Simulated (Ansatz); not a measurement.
`[B]F`, 2 atoms. The species carries charge 0 and has multiplicity 1. All runs use 2 threads of an AMD EPYC 7R13 on a shared host. Correlated methods freeze the cores. Open-shell runs search over several starts.

Give the basis size and wall time and peak host memory of each of these runs in Ansatz. RKS SPW92 (LDA)/def2-TZVPP energy; RKS PBE0-D4/def2-SVP energy; UKS PBE-D4/def2-TZVPP energy of the cation; RKS PBE0-D4/def2-TZVPP energy; RHF-CCSD(T)/cc-pV(Q+d)Z energy; UHF-CCSD(T)/def2-QZVPP energy of the cation; UKS B3LYP-D4/def2-TZVPP energy of the cation; RKS r2SCAN0-D4/def2-TZVPP energy; RHF-CCSD(T)/def2-TZVPP energy; UKS PBE0-D4/def2-TZVPP energy of the cation; RKS ωB97M-V/def2-SVP energy; direct RPA on PBE orbitals/def2-TZVPP energy. (Best estimate.)

Computed: Other jobs shared the machine, so times are rough.

```tsv
level	job	functions	wall time	peak host memory (GiB)
RKS SPW92 (LDA)/def2-TZVPP	energy	62	0.31 s	0.1
RKS PBE0-D4/def2-TZVPP	energy	62	0.36 s	0.11
RKS PBE0-D4/def2-SVP	energy	28	0.41 s	0.16
UKS PBE0-D4/def2-TZVPP	energy of the cation	62	0.5 s	0.16
direct RPA on PBE orbitals/def2-TZVPP	energy	62	0.66 s	0.16
UKS B3LYP-D4/def2-TZVPP	energy of the cation	62	0.66 s	0.16
UKS PBE-D4/def2-TZVPP	energy of the cation	62	0.71 s	0.16
RKS ωB97M-V/def2-SVP	energy	28	0.81 s	0.16
RHF-CCSD(T)/def2-TZVPP	energy	62	1 s	0.16
RKS r2SCAN0-D4/def2-TZVPP	energy	62	1.4 s	0.16
RHF-CCSD(T)/cc-pV(Q+d)Z	energy	110	2.7 s	0.38
UHF-CCSD(T)/def2-QZVPP	energy of the cation	114	7.5 s	0.71
```

B3LYP here is the variant with VWN-RPA as its local correlation; programs differ in this.
